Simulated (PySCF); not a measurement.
BF3, SMILES FB(F)F. Atoms are numbered in the order given.

```xyz
4

B      0.0000     0.0000     0.0000
F     -1.3156     0.0000     0.0000
F      0.6578     1.1394     0.0000
F      0.6578    -1.1394     0.0000
```

The structure is a stationary point at B3LYP-D3(BJ)/def2-TZVP. The isomer is the one that the SMILES or the coordinates give; other isomers of the formula were not compared.

Two levels are set side by side: PBE/pcSseg-2 (PySCF) and HF/pcSseg-2 (PySCF). GIAO shifts against BF3 (¹¹B), CFCl3 (¹⁹F) at the same level; non-relativistic, no solvent, atoms listed together averaged. Differences are taken from unrounded values.

```csv
quantity,HF
δ(¹¹B) of B1 (ppm),0.0
"δ(¹⁹F) of F2, F3, F4 (ppm)",-103.1
```

### Question
What does PBE give, and how far is it from HF? (The exact figures need the calculation; the answer reports its results.)

### Answer

```
quantity                       PBE  PBE minus HF
--------------------------  ------  ------------
δ(¹¹B) of B1 (ppm)             0.0           0.0
δ(¹⁹F) of F2, F3, F4 (ppm)  -159.2         -56.1
```

Rough cost on one machine, each run with all the roots and properties that it gave: HF against PBE within a factor of 2.
